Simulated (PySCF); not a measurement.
Calculation: PBE0-D3(BJ)/def2-TZVP run with PySCF. Isolated molecules, 0 K electronic values unless said otherwise. 

Reference species (SMILES): `C#CC` (neutral, multiplicity 1).

The HOMO is -7.72 eV.

Changed species: `C=C=C`.

### Question
Give the shifts of the HOMO.

### Answer
the HOMO hardly moves.
